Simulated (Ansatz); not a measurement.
A ladder of methods for PH (SMILES [PH])

PH has 2 atoms, charge 0, and is taken as a triplet. As SMILES, `[PH]`. The coordinates come from a GFN2-xTB relaxation.

```xyz
2

P     0.0000    0.0000    0.0000
H     0.0000    0.0000    1.3991
```

Each level gives the energy change with the P1–H2 bond stretched from 1.399 to 3.571 Å (eV). The values are calculated.

| level | kind | program | value (eV) | less FCI/cc-pVDZ |
| --- | --- | --- | --- | --- |
| UHF/cc-pVDZ | Hartree–Fock | Ansatz | 2.10 | -0.65 |
| USVWN5/cc-pVDZ | LDA | Ansatz | 3.41 | +0.66 |
| UPBE/cc-pVDZ | GGA | Ansatz | 3.09 | +0.34 |
| U-r2SCAN/cc-pVDZ | meta-GGA | Ansatz | 3.08 | +0.33 |
| UB3LYP/cc-pVDZ | global hybrid | Ansatz | 3.17 | +0.42 |
| UCAM-B3LYP/cc-pVDZ | range-separated hybrid | Ansatz | 3.15 | +0.40 |
| UCCSDT/cc-pVDZ | coupled cluster or CI | Ansatz | 2.75 | 0.00 |
| FCI/3-21G | exact in the basis | Ansatz | 2.17 | -0.58 |
| FCI/cc-pVDZ | exact in the basis | Ansatz | 2.75 | 0.00 |

FCI/cc-pVDZ is exact within its basis and frozen core, so for wave-function methods in that basis the difference is their error; functionals converge differently with the basis, so for them it is only a difference. The first shape isn't each level's own minimum. The values span 2.10 to 3.41 eV. Spin contamination of the reference (⟨S²⟩ at least 0.1 too high) touches UHF/cc-pVDZ, USVWN5/cc-pVDZ, UPBE/cc-pVDZ, U-r2SCAN/cc-pVDZ, UB3LYP/cc-pVDZ, UCAM-B3LYP/cc-pVDZ, UCCSDT/cc-pVDZ. High-level rows in very small sets aren't better than simpler rows in larger ones.
